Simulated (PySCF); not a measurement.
Compound: alpha-epichlorohydrin, C3H5ClO.
Atom-mapped SMILES: `[Cl:1][CH2:2][C@@H:3]1[CH2:4][O:5]1`

The calculation used delta-SCF UKS SCAN, pcX-2 on the ionised atom, pcseg-1 elsewhere, spin-free X2C (PySCF). Binding energies are ΔSCF values: E(core-ionised, relaxed orbitals) − E(ground state) at a fixed geometry, referred to the vacuum level.

Some binding energies are withheld.

| atom(s) | bonded to | level | binding energy (eV) |
| --- | --- | --- | --- |
| C2 | Cl, C and 2 H | C 1s | ? |
| C3 | O, 2 C and H | C 1s | 292.76 |
| C4 | O, C and 2 H | C 1s | 292.60 |
| O5 | 2 C | O 1s | 538.91 |
| Cl1 | C | Cl 1s | ? |
| Cl1 | C | Cl 2p3/2 | ? |

(1) What is the C 1s binding energy of C2?

(2) Fill in Cl 2p3/2 for Cl1.

(3) Fill in Cl 1s for Cl1.

## Answers

(1) 292.65 eV (sp3 C–Cl carbon). The nearest listed C 1s value is that of C4; the shift against it is +0.05 eV.

(2) 206.17 eV (alkyl chlorine), with 2p1/2 at 207.83 eV.

(3) 2828.78 eV (alkyl chlorine).

The 3 C 1s values lie within 0.16 eV of each other; Gaussian lines of 0.5 eV full width would blend them into one maximum.

Task: Express the binding energy of C 1s of C2 in atomic units and per mole.

Result: 292.65 eV = 10.7547 Eh = 28236 kJ/mol.

For 2p shells one spin-free hole was relaxed; a mean-field spin–orbit operator and the ground-state splitting of the three 2p orbitals were then diagonalised within the shell. The shell's mean is (2 × 2p3/2 + 2p1/2)/3, and the degeneracies 2j + 1 give areas of 2:1. 2p1/2 minus 2p3/2 (ligand field included): Cl 1.65 eV. Geometry: PBE0-D3(BJ)/def2-SVP, one conformer, isolated molecule.

On one thread, Arm Neoverse V2 (aarch64), shared host with 32 logical CPUs at a one-minute load of 12, this took 30 s of wall time and 0.49 GiB of memory at its peak.

Conformer computed: `[Cl:1][CH2:2][C@@H:3]1[CH2:4][O:5]1`: Cl1–C2–C3–C4 -92°.
